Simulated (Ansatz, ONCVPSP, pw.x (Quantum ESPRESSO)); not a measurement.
What a changed setting does to a pw.x run (diamond Te)

Potential: optimised norm-conserving Vanderbilt (ONCV), ONCVPSP 4.0.1.1 (patched build), PBEsol; core [Kr] 4d10, reference 5s1 5p5; waves: 5s: rc 1.80 bohr, ncon 3, nbas 7, qcut 3.1 1/bohr, 3 projectors, debl 2.9 Ha; 5p: rc 2.25 bohr, ncon 3, nbas 6, qcut 3.4 1/bohr, 2 projectors, debl 2 Ha; d scattering state at 0.39 Ha: rc 1.80 bohr, ncon 4, nbas 6, qcut 5.2 1/bohr, local; local part: the d channel; core correction: polynomial model core, fcfact 0.25.

The reference run (k-mesh 8³, cutoffs 125/500 Ry, Fermi–Dirac 0.01 Ry, mixing_beta 0.4, conv_thr 1e-9, no spin) gives -0.08 GPa at 43.922 Å³/atom, where all-electron LAPW gives 0.07 GPa. This run, with its own iteration cap, changes k-mesh points per axis to 3.

```
&control
  calculation='scf', prefix='x', pseudo_dir='./', outdir='./tmp', tstress=.true., disk_io='none'
/
&system
  ibrav=0, nat=2, ntyp=1, ecutwfc=125, ecutrho=500, nbnd=14,
  occupations='smearing', smearing='fd', degauss=0.01
/
&electrons
  conv_thr=1e-09, mixing_beta=0.4, electron_maxstep=50
/
ATOMIC_SPECIES
Te 1.0 Te.UPF
CELL_PARAMETERS angstrom
  0.00000000 3.52826099 3.52826099
  3.52826099 0.00000000 3.52826099
  3.52826099 3.52826099 0.00000000
ATOMIC_POSITIONS crystal
Te 0.0000 0.0000 0.0000
Te 0.2500 0.2500 0.2500
K_POINTS automatic
3 3 3 0 0 0
```

```bash
pw.x < Te.scf.in > Te.scf.out
```

Q: How does the run end?

A: It converges in 7 iterations; the free energy moves by +39.2 meV/atom and the pressure by +0.17 GPa.

```
Message from routine setup:
     using ibrav=0 with symmetry is DISCOURAGED, use correct ibrav instead
     lattice parameter (alat)  =       9.4292  a.u.
     unit-cell volume          =     592.8007 (a.u.)^3
     number of electrons       =        12.00
     number of Kohn-Sham states=           14
     kinetic-energy cutoff     =     125.0000  Ry
     charge density cutoff     =     500.0000  Ry
     scf convergence threshold =      1.0E-09
     Exchange-correlation= PBESOL
     number of k points=     4  Fermi-Dirac smearing, width (Ry)=  0.0100
     iteration #  1     ecut=   125.00 Ry     beta= 0.40
     total energy              =     -44.51892760 Ry
     estimated scf accuracy    <       0.02327817 Ry
     iteration #  2     ecut=   125.00 Ry     beta= 0.40
     total energy              =     -44.51830057 Ry
     estimated scf accuracy    <       0.00372372 Ry
     iteration #  3     ecut=   125.00 Ry     beta= 0.40
     total energy              =     -44.51917413 Ry
     estimated scf accuracy    <       0.00005253 Ry
     iteration #  4     ecut=   125.00 Ry     beta= 0.40
     total energy              =     -44.51920135 Ry
     estimated scf accuracy    <       0.00001174 Ry
     iteration #  5     ecut=   125.00 Ry     beta= 0.40
     total energy              =     -44.51920455 Ry
     estimated scf accuracy    <       0.00000005 Ry
     iteration #  6     ecut=   125.00 Ry     beta= 0.40
     total energy              =     -44.51920494 Ry
     estimated scf accuracy    <          1.1E-09 Ry
     iteration #  7     ecut=   125.00 Ry     beta= 0.40
     the Fermi energy is     3.7522 ev
!    total energy              =     -44.51920494 Ry
     estimated scf accuracy    <          2.2E-10 Ry
     smearing contrib. (-TS)   =      -0.01333748 Ry
     The total energy is F=E-TS. E is the sum of the following terms:
     one-electron contribution =       0.62777258 Ry
     hartree contribution      =       4.06158073 Ry
     xc contribution           =     -20.10991564 Ry
     ewald contribution        =     -29.08530515 Ry
     convergence has been achieved in   7 iterations
          total   stress  (Ry/bohr**3)                   (kbar)     P=        0.90
     Message from routine punch:
     Nothing written, as per user request (disk_io='none')
```

The run took about 13 s on one core of a shared host (AMD EPYC 7B13, 128 threads, 504 GiB, load 17).
